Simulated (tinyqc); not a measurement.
Worked calculation (part 1 of 2): UKS/LDA (VWN5) in the sto-3g basis, for H2O+, spin multiplicity 2. Computed by tinyqc, a small Python program that keeps every step (integrals from PySCF). Settings: charge = 1, multiplicity = 2, basis = sto-3g, energy threshold = 1e-08, iteration cap = 65, orthogonalisation = symmetric, start = core, DIIS depth = 0, method = UKS, functional = lda,vwn, grid = [30, 14]. Command: `OMP_NUM_THREADS=1 python tinyqc.py 26029 26030 out.jsonl` (the two numbers bound the seeds that draw the settings). One thread of a shared host (Intel(R) Xeon(R) Processor @ 2.60GHz), about 2 s of CPU time with the checks. Later iterations appear only in the table of the cycle.

## One-electron integrals

Geometry (angstrom):
```
atom,x,y,z
O,0.000000,0.000000,0.000000
H,0.000000,1.160000,0.725000
H,0.000000,-1.160000,0.725000
```

Basis sto-3g: exponents (1/bohr^2) and contraction coefficients of normalised primitives:
```
element,l (shell),exponent,coefficient
O,s (1),130.709320,0.154329
O,s (1),23.808861,0.535328
O,s (1),6.443608,0.444635
O,s (2),5.033151,-0.099967
O,s (2),1.169596,0.399513
O,s (2),0.380389,0.700115
O,p (3),5.033151,0.155916
O,p (3),1.169596,0.607684
O,p (3),0.380389,0.391957
H,s (1),3.425251,0.154329
H,s (1),0.623914,0.535328
H,s (1),0.168855,0.444635
```

Overlap, kinetic and nuclear-attraction integrals over the contracted functions; the nuclear repulsion is the sum of Za Zb / Rab.

nuclear repulsion = 6.41762987 hartree

overlap S:
```
,1O 1s,1O 2s,1O 2px,1O 2py,1O 2pz,2H 1s,3H 1s
1O 1s,1.000000,0.236704,0.000000,0.000000,0.000000,0.020618,0.020618
1O 2s,0.236704,1.000000,0.000000,0.000000,0.000000,0.250581,0.250581
1O 2px,0.000000,0.000000,1.000000,0.000000,0.000000,0.000000,0.000000
1O 2py,0.000000,0.000000,0.000000,1.000000,0.000000,0.204162,-0.204162
1O 2pz,0.000000,0.000000,0.000000,0.000000,1.000000,0.127601,0.127601
2H 1s,0.020618,0.250581,0.000000,0.204162,0.127601,1.000000,0.068873
3H 1s,0.020618,0.250581,0.000000,-0.204162,0.127601,0.068873,1.000000
```

kinetic energy T (hartree):
```
,1O 1s,1O 2s,1O 2px,1O 2py,1O 2pz,2H 1s,3H 1s
1O 1s,29.003200,-0.168011,0.000000,0.000000,0.000000,-0.006626,-0.006626
1O 2s,-0.168011,0.808128,0.000000,0.000000,0.000000,0.008214,0.008214
1O 2px,0.000000,0.000000,2.528731,0.000000,0.000000,0.000000,0.000000
1O 2py,0.000000,0.000000,0.000000,2.528731,0.000000,0.058209,-0.058209
1O 2pz,0.000000,0.000000,0.000000,0.000000,2.528731,0.036381,0.036381
2H 1s,-0.006626,0.008214,0.000000,0.058209,0.036381,0.760032,-0.011409
3H 1s,-0.006626,0.008214,0.000000,-0.058209,0.036381,-0.011409,0.760032
```

nuclear attraction V (hartree):
```
,1O 1s,1O 2s,1O 2px,1O 2py,1O 2pz,2H 1s,3H 1s
1O 1s,-61.392147,-7.366215,0.000000,0.000000,-0.008057,-0.655579,-0.655579
1O 2s,-7.366215,-9.825067,0.000000,0.000000,-0.101096,-1.763399,-1.763399
1O 2px,0.000000,0.000000,-9.718780,0.000000,0.000000,0.000000,0.000000
1O 2py,0.000000,0.000000,0.000000,-9.791181,0.000000,-1.240228,1.240228
1O 2pz,-0.008057,-0.101096,0.000000,0.000000,-9.747062,-0.791770,-0.791770
2H 1s,-0.655579,-1.763399,0.000000,-1.240228,-0.791770,-4.527607,-0.361852
3H 1s,-0.655579,-1.763399,0.000000,1.240228,-0.791770,-0.361852,-4.527607
```

core Hamiltonian H = T + V (hartree):
```
,1O 1s,1O 2s,1O 2px,1O 2py,1O 2pz,2H 1s,3H 1s
1O 1s,-32.388947,-7.534226,0.000000,0.000000,-0.008057,-0.662205,-0.662205
1O 2s,-7.534226,-9.016939,0.000000,0.000000,-0.101096,-1.755185,-1.755185
1O 2px,0.000000,0.000000,-7.190049,0.000000,0.000000,0.000000,0.000000
1O 2py,0.000000,0.000000,0.000000,-7.262450,0.000000,-1.182018,1.182018
1O 2pz,-0.008057,-0.101096,0.000000,0.000000,-7.218331,-0.755389,-0.755389
2H 1s,-0.662205,-1.755185,0.000000,-1.182018,-0.755389,-3.767575,-0.373261
3H 1s,-0.662205,-1.755185,0.000000,1.182018,-0.755389,-0.373261,-3.767575
```

## Two-electron integrals

Functions are numbered as in S; the eight-fold symmetry (ij|kl) = (ji|kl) = (kl|ij) leaves the list below.

Two-electron integrals (ij|kl) in chemists' order, unique and non-zero (hartree):
```
i,j,k,l,(ij|kl)
1,1,1,1,4.785065
2,1,1,1,0.741380
2,1,2,1,0.136873
2,2,1,1,1.118947
2,2,2,1,0.256633
2,2,2,2,0.817206
3,1,3,1,0.024477
3,2,3,1,0.037809
3,2,3,2,0.180518
3,3,1,1,1.115814
3,3,2,1,0.256684
3,3,2,2,0.817023
3,3,3,3,0.880159
4,1,4,1,0.024477
4,2,4,1,0.037809
4,2,4,2,0.180518
4,3,4,3,0.047444
4,4,1,1,1.115814
4,4,2,1,0.256684
4,4,2,2,0.817023
4,4,3,3,0.785270
4,4,4,4,0.880159
5,1,5,1,0.024477
5,2,5,1,0.037809
5,2,5,2,0.180518
5,3,5,3,0.047444
5,4,5,4,0.047444
5,5,1,1,1.115814
5,5,2,1,0.256684
5,5,2,2,0.817023
5,5,3,3,0.785270
5,5,4,4,0.785270
5,5,5,5,0.880159
6,1,1,1,0.065247
6,1,2,1,0.011959
6,1,2,2,0.022332
6,1,3,3,0.022293
6,1,4,1,0.000436
6,1,4,2,0.000830
6,1,4,4,0.022380
6,1,5,1,0.000273
6,1,5,2,0.000519
6,1,5,4,0.000054
6,1,5,5,0.022327
6,1,6,1,0.001057
6,2,1,1,0.189110
6,2,2,1,0.044052
6,2,2,2,0.159350
6,2,3,3,0.156498
6,2,4,1,0.002758
6,2,4,2,0.022874
6,2,4,4,0.162535
6,2,5,1,0.001724
6,2,5,2,0.014296
6,2,5,4,0.003773
6,2,5,5,0.158856
6,2,6,1,0.003929
6,2,6,2,0.041584
6,3,3,1,0.004218
6,3,3,2,0.025952
6,3,4,3,0.004514
6,3,5,3,0.002821
6,3,6,3,0.005396
6,4,1,1,0.127067
6,4,2,1,0.029944
6,4,2,2,0.115782
6,4,3,3,0.110831
6,4,4,1,0.005815
6,4,4,2,0.041206
6,4,4,4,0.123950
6,4,5,1,0.000998
6,4,5,2,0.009534
6,4,5,4,0.005378
6,4,5,5,0.112429
6,4,6,1,0.002762
6,4,6,2,0.036832
6,4,6,4,0.037694
6,5,1,1,0.079417
6,5,2,1,0.018715
6,5,2,2,0.072363
6,5,3,3,0.069270
6,5,4,1,0.000998
6,5,4,2,0.009534
6,5,4,4,0.071826
6,5,5,1,0.004842
6,5,5,2,0.031910
6,5,5,4,0.006112
6,5,5,5,0.075911
6,5,6,1,0.001726
6,5,6,2,0.023020
6,5,6,4,0.020186
6,5,6,5,0.018012
6,6,1,1,0.384008
6,6,2,1,0.090831
6,6,2,2,0.378839
6,6,3,3,0.366004
6,6,4,1,0.006108
6,6,4,2,0.072246
6,6,4,4,0.393433
6,6,5,1,0.003818
6,6,5,2,0.045154
6,6,5,4,0.017143
6,6,5,5,0.376718
6,6,6,1,0.008125
6,6,6,2,0.135891
6,6,6,4,0.138008
6,6,6,5,0.086255
6,6,6,6,0.774606
7,1,1,1,0.065247
7,1,2,1,0.011959
7,1,2,2,0.022332
7,1,3,3,0.022293
7,1,4,1,-0.000436
7,1,4,2,-0.000830
7,1,4,4,0.022380
7,1,5,1,0.000273
7,1,5,2,0.000519
7,1,5,4,-0.000054
7,1,5,5,0.022327
7,1,6,1,0.001040
7,1,6,2,0.003795
7,1,6,4,0.002490
7,1,6,5,0.001671
7,1,6,6,0.007820
7,1,7,1,0.001057
7,2,1,1,0.189110
7,2,2,1,0.044052
7,2,2,2,0.159350
7,2,3,3,0.156498
7,2,4,1,-0.002758
7,2,4,2,-0.022874
7,2,4,4,0.162535
7,2,5,1,0.001724
7,2,5,2,0.014296
7,2,5,4,-0.003773
7,2,5,5,0.158856
7,2,6,1,0.003795
7,2,6,2,0.031011
7,2,6,4,0.019565
7,2,6,5,0.016611
7,2,6,6,0.078574
7,2,7,1,0.003929
7,2,7,2,0.041584
7,3,3,1,0.004218
7,3,3,2,0.025952
7,3,4,3,-0.004514
7,3,5,3,0.002821
7,3,6,3,0.003813
7,3,7,3,0.005396
7,4,1,1,-0.127067
7,4,2,1,-0.029944
7,4,2,2,-0.115782
7,4,3,3,-0.110831
7,4,4,1,0.005815
7,4,4,2,0.041206
7,4,4,4,-0.123950
7,4,5,1,-0.000998
7,4,5,2,-0.009534
7,4,5,4,0.005378
7,4,5,5,-0.112429
7,4,6,1,-0.002490
7,4,6,2,-0.019565
7,4,6,4,-0.008980
7,4,6,5,-0.010335
7,4,6,6,-0.048123
7,4,7,1,-0.002762
7,4,7,2,-0.036832
7,4,7,4,0.037694
7,5,1,1,0.079417
7,5,2,1,0.018715
7,5,2,2,0.072363
7,5,3,3,0.069270
7,5,4,1,-0.000998
7,5,4,2,-0.009534
7,5,4,4,0.071826
7,5,5,1,0.004842
7,5,5,2,0.031910
7,5,5,4,-0.006112
7,5,5,5,0.075911
7,5,6,1,0.001671
7,5,6,2,0.016611
7,5,6,4,0.010335
7,5,6,5,0.012574
7,5,6,6,0.045338
7,5,7,1,0.001726
7,5,7,2,0.023020
7,5,7,4,-0.020186
7,5,7,5,0.018012
7,6,1,1,0.036642
7,6,2,1,0.008613
7,6,2,2,0.033853
7,6,3,3,0.033144
7,6,4,4,0.033858
7,6,5,1,0.000537
7,6,5,2,0.005351
7,6,5,5,0.034521
7,6,6,1,0.000758
7,6,6,2,0.008606
7,6,6,4,0.006741
7,6,6,5,0.005410
7,6,6,6,0.029684
7,6,7,1,0.000758
7,6,7,2,0.008606
7,6,7,4,-0.006741
7,6,7,5,0.005410
7,6,7,6,0.002336
7,7,1,1,0.384008
7,7,2,1,0.090831
7,7,2,2,0.378839
7,7,3,3,0.366004
7,7,4,1,-0.006108
7,7,4,2,-0.072246
7,7,4,4,0.393433
7,7,5,1,0.003818
7,7,5,2,0.045154
7,7,5,4,-0.017143
7,7,5,5,0.376718
7,7,6,1,0.007820
7,7,6,2,0.078574
7,7,6,4,0.048123
7,7,6,5,0.045338
7,7,6,6,0.227869
7,7,7,1,0.008125
7,7,7,2,0.135891
7,7,7,4,-0.138008
7,7,7,5,0.086255
7,7,7,6,0.029684
7,7,7,7,0.774606
```

## Orthogonalisation

S = U s U^T; symmetric (Loewdin) form X = U s^(-1/2) U^T, so that X^T S X = 1.

eigenvalues of S: 0.583654  0.674789  0.901500  1.000000  1.090136  1.256338  1.493582

X:
```
,1O 1s,1O 2s,1O 2px,1O 2py,1O 2pz,2H 1s,3H 1s
1O 1s,1.022764,-0.128993,0.000000,0.000000,-0.003115,0.013449,0.013449
1O 2s,-0.128993,1.074714,0.000000,0.000000,0.026198,-0.134752,-0.134752
1O 2px,0.000000,0.000000,1.000000,0.000000,0.000000,0.000000,0.000000
1O 2py,0.000000,0.000000,0.000000,1.035504,0.000000,-0.114160,0.114160
1O 2pz,-0.003115,0.026198,0.000000,0.000000,1.012999,-0.067147,-0.067147
2H 1s,0.013449,-0.134752,0.000000,-0.114160,-0.067147,1.050858,-0.023158
3H 1s,0.013449,-0.134752,0.000000,0.114160,-0.067147,-0.023158,1.050858
```

## Starting guess

The start is the orbitals of the core Hamiltonian; D(s) = C_occ C_occ^T for each spin.

D(alpha) at the start:
```
,1O 1s,1O 2s,1O 2px,1O 2py,1O 2pz,2H 1s,3H 1s
1O 1s,1.061976,-0.265354,0.000000,0.000000,-0.007786,0.020972,0.020972
1O 2s,-0.265354,1.135197,0.000000,0.000000,0.042358,-0.087379,-0.087379
1O 2px,0.000000,0.000000,1.000000,0.000000,0.000000,0.000000,0.000000
1O 2py,0.000000,0.000000,0.000000,1.062740,0.000000,-0.097027,0.097027
1O 2pz,-0.007786,0.042358,0.000000,0.000000,1.022938,-0.056890,-0.056890
2H 1s,0.020972,-0.087379,0.000000,-0.097027,-0.056890,0.018401,0.000684
3H 1s,0.020972,-0.087379,0.000000,0.097027,-0.056890,0.000684,0.018401
```

D(beta) at the start:
```
,1O 1s,1O 2s,1O 2px,1O 2py,1O 2pz,2H 1s,3H 1s
1O 1s,1.061976,-0.265354,0.000000,0.000000,-0.007786,0.020972,0.020972
1O 2s,-0.265354,1.135197,0.000000,0.000000,0.042358,-0.087379,-0.087379
1O 2px,0.000000,0.000000,0.000000,0.000000,0.000000,0.000000,0.000000
1O 2py,0.000000,0.000000,0.000000,1.062740,0.000000,-0.097027,0.097027
1O 2pz,-0.007786,0.042358,0.000000,0.000000,1.022938,-0.056890,-0.056890
2H 1s,0.020972,-0.087379,0.000000,-0.097027,-0.056890,0.018401,0.000684
3H 1s,0.020972,-0.087379,0.000000,0.097027,-0.056890,0.000684,0.018401
```

## Iteration 1: exchange-correlation on the grid

Becke grid with 30 radial and 14 angular points per atom, points of zero weight dropped. rho = sum D_ij phi_i phi_j; V_xc,ij = sum w v_xc phi_i phi_j; v_xc is d(rho eps)/d rho(s) for spin s.

The 8 grid points with the largest w rho, of 1250 (bohr, atomic units):
```
x,y,z,w,rho(alpha),rho(beta),eps_xc,v_xc(alpha)
0.000000,0.000000,0.996599,0.165949,0.290464,0.290464,-0.683366,-0.896933
0.000000,-0.996599,0.000000,0.162515,0.287517,0.287517,-0.681191,-0.894058
0.000000,0.996599,0.000000,0.162515,0.287517,0.287517,-0.681191,-0.894058
0.575386,-0.575386,-0.575386,0.187351,0.283356,0.214689,-0.653357,-0.883241
0.575386,0.575386,-0.575386,0.187351,0.283356,0.214689,-0.653357,-0.883241
-0.575386,0.575386,-0.575386,0.187351,0.283356,0.214689,-0.653357,-0.883241
-0.575386,-0.575386,-0.575386,0.187351,0.283356,0.214689,-0.653357,-0.883241
0.000000,0.000000,-0.996599,0.166576,0.279730,0.279730,-0.675372,-0.886363
```

electrons on the grid, sum of w rho = 9.017288

E_xc = sum of w rho eps_xc = -8.85832773 hartree

V_xc(alpha) (hartree):
```
,1O 1s,1O 2s,1O 2px,1O 2py,1O 2pz,2H 1s,3H 1s
1O 1s,-2.938503,-0.429141,0.000000,0.000000,-0.000439,-0.037974,-0.037974
1O 2s,-0.429141,-0.836043,0.000000,0.000000,-0.003473,-0.137054,-0.137054
1O 2px,0.000000,0.000000,-0.826628,0.000000,0.000000,0.000000,0.000000
1O 2py,0.000000,0.000000,0.000000,-0.827762,0.000000,-0.088543,0.088543
1O 2pz,-0.000439,-0.003473,0.000000,0.000000,-0.839159,-0.056000,-0.056000
2H 1s,-0.037974,-0.137054,0.000000,-0.088543,-0.056000,-0.165529,-0.022417
3H 1s,-0.037974,-0.137054,0.000000,0.088543,-0.056000,-0.022417,-0.165529
```

V_xc(beta) (hartree):
```
,1O 1s,1O 2s,1O 2px,1O 2py,1O 2pz,2H 1s,3H 1s
1O 1s,-2.921670,-0.416995,0.000000,0.000000,-0.000481,-0.036979,-0.036979
1O 2s,-0.416995,-0.776401,0.000000,0.000000,-0.004034,-0.129211,-0.129211
1O 2px,0.000000,0.000000,-0.711364,0.000000,0.000000,0.000000,0.000000
1O 2py,0.000000,0.000000,0.000000,-0.795011,0.000000,-0.085425,0.085425
1O 2pz,-0.000481,-0.004034,0.000000,0.000000,-0.807790,-0.054029,-0.054029
2H 1s,-0.036979,-0.129211,0.000000,-0.085425,-0.054029,-0.161658,-0.021351
3H 1s,-0.036979,-0.129211,0.000000,0.085425,-0.054029,-0.021351,-0.161658
```

## Iteration 1: building the Kohn-Sham matrix

J_ij = sum D_kl (ij|kl) with D = D(alpha) + D(beta); F = H + J + V_xc; E = tr D H + tr D J / 2 + E_xc + E_nn.

Coulomb J (hartree):
```
,1O 1s,1O 2s,1O 2px,1O 2py,1O 2pz,2H 1s,3H 1s
1O 1s,17.459399,3.285601,0.000000,0.000000,0.001788,0.287465,0.287465
1O 2s,3.285601,7.982217,0.000000,0.000000,0.000916,1.498308,1.498308
1O 2px,0.000000,0.000000,7.912069,0.000000,0.000000,0.000000,0.000000
1O 2py,0.000000,0.000000,0.000000,8.005333,0.000000,1.069394,-1.069394
1O 2pz,0.001788,0.000916,0.000000,0.000000,8.006198,0.668087,0.668087
2H 1s,0.287465,1.498308,0.000000,1.069394,0.668087,3.420974,0.310776
3H 1s,0.287465,1.498308,0.000000,-1.069394,0.668087,0.310776,3.420974
```

F(alpha) (hartree):
```
,1O 1s,1O 2s,1O 2px,1O 2py,1O 2pz,2H 1s,3H 1s
1O 1s,-17.868051,-4.677766,0.000000,0.000000,-0.006708,-0.412714,-0.412714
1O 2s,-4.677766,-1.870765,0.000000,0.000000,-0.103653,-0.393931,-0.393931
1O 2px,0.000000,0.000000,-0.104608,0.000000,0.000000,0.000000,0.000000
1O 2py,0.000000,0.000000,0.000000,-0.084879,0.000000,-0.201167,0.201167
1O 2pz,-0.006708,-0.103653,0.000000,0.000000,-0.051292,-0.143302,-0.143302
2H 1s,-0.412714,-0.393931,0.000000,-0.201167,-0.143302,-0.512130,-0.084902
3H 1s,-0.412714,-0.393931,0.000000,0.201167,-0.143302,-0.084902,-0.512130
```

F(beta) (hartree):
```
,1O 1s,1O 2s,1O 2px,1O 2py,1O 2pz,2H 1s,3H 1s
1O 1s,-17.851218,-4.665620,0.000000,0.000000,-0.006750,-0.411719,-0.411719
1O 2s,-4.665620,-1.811123,0.000000,0.000000,-0.104214,-0.386088,-0.386088
1O 2px,0.000000,0.000000,0.010656,0.000000,0.000000,0.000000,0.000000
1O 2py,0.000000,0.000000,0.000000,-0.052128,0.000000,-0.198050,0.198050
1O 2pz,-0.006750,-0.104214,0.000000,0.000000,-0.019924,-0.141331,-0.141331
2H 1s,-0.411719,-0.386088,0.000000,-0.198050,-0.141331,-0.508259,-0.083836
3H 1s,-0.411719,-0.386088,0.000000,0.198050,-0.141331,-0.083836,-0.508259
```

total energy of this density = -73.44810242 hartree

## Iteration 1: diagonalisation and new density

Diagonalise F' = X^T F X, C = X C', fill 5 alpha and 4 beta electrons from the bottom; D(s) = C_occ C_occ^T. Each column has its largest component positive (the first on a tie).

F' = X^T F X (alpha) (hartree):
```
,1,2,3,4,5,6,7
1,-17.507881,-2.510298,0.000000,0.000000,-0.010469,-0.013820,-0.013820
2,-2.510298,-0.987084,0.000000,0.000000,-0.060821,-0.156085,-0.156085
3,0.000000,0.000000,-0.104608,0.000000,0.000000,0.000000,0.000000
4,0.000000,0.000000,0.000000,-0.007026,0.000000,-0.166555,0.166555
5,-0.010469,-0.060821,0.000000,0.000000,-0.022755,-0.103479,-0.103479
6,-0.013820,-0.156085,0.000000,-0.166555,-0.103479,-0.418331,-0.021967
7,-0.013820,-0.156085,0.000000,0.166555,-0.103479,-0.021967,-0.418331
```

orbital energies (alpha) (hartree): MO1 -17.881069, MO2 -0.782336, MO3 -0.507271, MO4 -0.318188, MO5 -0.104608, MO6 0.023575, MO7 0.103882

coefficients C (alpha):
```
,MO1,MO2,MO3,MO4,MO5,MO6,MO7
1O 1s,0.992734,-0.213427,0.000000,-0.178329,0.000000,-0.013550,0.000000
1O 2s,0.029874,0.758608,0.000000,0.788655,0.000000,0.101474,0.000000
1O 2px,0.000000,0.000000,0.000000,0.000000,1.000000,0.000000,0.000000
1O 2py,0.000000,0.000000,0.295056,0.000000,0.000000,0.000000,1.005622
1O 2pz,0.001607,0.141219,0.000000,-0.170904,0.000000,0.993342,0.000000
2H 1s,-0.004418,0.299436,0.638455,-0.614229,0.000000,-0.289781,-0.426804
3H 1s,-0.004418,0.299436,-0.638455,-0.614229,0.000000,-0.289781,0.426804
```

F' = X^T F X (beta) (hartree):
```
,1,2,3,4,5,6,7
1,-17.492483,-2.507029,0.000000,0.000000,-0.010412,-0.014206,-0.014206
2,-2.507029,-0.925617,0.000000,0.000000,-0.060615,-0.156161,-0.156161
3,0.000000,0.000000,0.010656,0.000000,0.000000,0.000000,0.000000
4,0.000000,0.000000,0.000000,0.026691,0.000000,-0.167222,0.167222
5,-0.010412,-0.060615,0.000000,0.000000,0.008898,-0.103660,-0.103660
6,-0.014206,-0.156161,0.000000,-0.167222,-0.103660,-0.415687,-0.021884
7,-0.014206,-0.156161,0.000000,0.167222,-0.103660,-0.021884,-0.415687
```

orbital energies (beta) (hartree): MO1 -17.863733, MO2 -0.744129, MO3 -0.499990, MO4 -0.291706, MO5 0.010656, MO6 0.052795, MO7 0.132877

coefficients C (beta):
```
,MO1,MO2,MO3,MO4,MO5,MO6,MO7
1O 1s,0.992892,-0.202238,0.000000,-0.190219,0.000000,-0.011789,0.000000
1O 2s,0.029254,0.710973,0.000000,0.832911,0.000000,0.092591,0.000000
1O 2px,0.000000,0.000000,0.000000,0.000000,1.000000,0.000000,0.000000
1O 2py,0.000000,0.000000,0.276879,0.000000,0.000000,0.000000,1.010778
1O 2pz,0.001582,0.143536,0.000000,-0.145540,0.000000,0.997043,0.000000
2H 1s,-0.004321,0.336583,0.646046,-0.600678,0.000000,-0.277146,-0.415225
3H 1s,-0.004321,0.336583,-0.646046,-0.600678,0.000000,-0.277146,0.415225
```

D(alpha) after iteration 1:
```
,1O 1s,1O 2s,1O 2px,1O 2py,1O 2pz,2H 1s,3H 1s
1O 1s,1.062874,-0.272891,0.000000,0.000000,0.001932,0.041241,0.041241
1O 2s,-0.272891,1.198355,0.000000,0.000000,-0.027607,-0.257393,-0.257393
1O 2px,0.000000,0.000000,1.000000,0.000000,0.000000,0.000000,0.000000
1O 2py,0.000000,0.000000,0.000000,0.087058,0.000000,0.188380,-0.188380
1O 2pz,0.001932,-0.027607,0.000000,0.000000,0.049153,0.147253,0.147253
2H 1s,0.041241,-0.257393,0.000000,0.188380,0.147253,0.874584,0.059333
3H 1s,0.041241,-0.257393,0.000000,-0.188380,0.147253,0.059333,0.874584
```

D(beta) after iteration 1:
```
,1O 1s,1O 2s,1O 2px,1O 2py,1O 2pz,2H 1s,3H 1s
1O 1s,1.062918,-0.273175,0.000000,0.000000,0.000227,0.041901,0.041901
1O 2s,-0.273175,1.200079,0.000000,0.000000,-0.019125,-0.261137,-0.261137
1O 2px,0.000000,0.000000,0.000000,0.000000,0.000000,0.000000,0.000000
1O 2py,0.000000,0.000000,0.000000,0.076662,0.000000,0.178877,-0.178877
1O 2pz,0.000227,-0.019125,0.000000,0.000000,0.041787,0.135728,0.135728
2H 1s,0.041901,-0.261137,0.000000,0.178877,0.135728,0.891496,0.056746
3H 1s,0.041901,-0.261137,0.000000,-0.178877,0.135728,0.056746,0.891496
```

## Iteration 2: exchange-correlation on the grid

As before.

The 8 grid points with the largest w rho, of 1250 (bohr, atomic units):
```
x,y,z,w,rho(alpha),rho(beta),eps_xc,v_xc(alpha)
-0.996599,0.000000,0.000000,0.166565,0.283741,0.077778,-0.621484,-0.866753
0.996599,0.000000,0.000000,0.166565,0.283741,0.077778,-0.621484,-0.866753
-1.211479,0.000000,0.000000,0.282797,0.162176,0.042274,-0.521238,-0.724156
1.211479,0.000000,0.000000,0.282797,0.162176,0.042274,-0.521238,-0.724156
-0.810183,0.000000,0.000000,0.095167,0.422353,0.118443,-0.704567,-0.985069
0.810183,0.000000,0.000000,0.095167,0.422353,0.118443,-0.704567,-0.985069
0.575386,0.575386,0.575386,0.184378,0.162696,0.093164,-0.535688,-0.735968
0.575386,-0.575386,0.575386,0.184378,0.162696,0.093164,-0.535688,-0.735968
```

electrons on the grid, sum of w rho = 9.043945

E_xc = sum of w rho eps_xc = -7.58382413 hartree

V_xc(alpha) (hartree):
```
,1O 1s,1O 2s,1O 2px,1O 2py,1O 2pz,2H 1s,3H 1s
1O 1s,-2.900769,-0.400746,0.000000,0.000000,0.000125,-0.035502,-0.035502
1O 2s,-0.400746,-0.706967,0.000000,0.000000,-0.012016,-0.140488,-0.140488
1O 2px,0.000000,0.000000,-0.750361,0.000000,0.000000,0.000000,0.000000
1O 2py,0.000000,0.000000,0.000000,-0.684627,0.000000,-0.108004,0.108004
1O 2pz,0.000125,-0.012016,0.000000,0.000000,-0.670130,-0.069337,-0.069337
2H 1s,-0.035502,-0.140488,0.000000,-0.108004,-0.069337,-0.506583,-0.029803
3H 1s,-0.035502,-0.140488,0.000000,0.108004,-0.069337,-0.029803,-0.506583
```

V_xc(beta) (hartree):
```
,1O 1s,1O 2s,1O 2px,1O 2py,1O 2pz,2H 1s,3H 1s
1O 1s,-2.881259,-0.385375,0.000000,0.000000,-0.000025,-0.034232,-0.034232
1O 2s,-0.385375,-0.629052,0.000000,0.000000,-0.014709,-0.130598,-0.130598
1O 2px,0.000000,0.000000,-0.617665,0.000000,0.000000,0.000000,0.000000
1O 2py,0.000000,0.000000,0.000000,-0.632977,0.000000,-0.103957,0.103957
1O 2pz,-0.000025,-0.014709,0.000000,0.000000,-0.620163,-0.067105,-0.067105
2H 1s,-0.034232,-0.130598,0.000000,-0.103957,-0.067105,-0.505089,-0.028612
3H 1s,-0.034232,-0.130598,0.000000,0.103957,-0.067105,-0.028612,-0.505089
```
